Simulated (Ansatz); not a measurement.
System: hcp Mg. Method: r²SCAN (PAW; Ansatz, a quantum-chemistry and plane-wave program).

Run with plane-wave cutoff 500 eV, 30×30×14 k mesh (along the axes of the cell as run), Fermi–Dirac smearing 0.1 eV, scalar-relativistic PAW data made under PBE.

Computed at the level's own relaxed cell.

Question: Predict the equilibrium volume per atom, equilibrium lattice constant a and lattice parameter c.

Answer: 
* **equilibrium volume per atom**: 22.59 Å³/atom
* **equilibrium lattice constant a**: 3.180 Å
* **lattice parameter c**: 5.159 Å

Measured, for comparison: lattice constant a 3.209 Å, lattice parameter c 5.210 Å (293 K, not corrected to a static lattice; as tabulated in Wikipedia's data pages). Computed (rounded) less measured: lattice constant a -0.9 %, lattice parameter c -1.0 %. A static lattice is as a rule a little smaller and stiffer than an uncorrected measurement, which can account for part of this.

Cost on a shared machine: roughly 4 core-minutes.
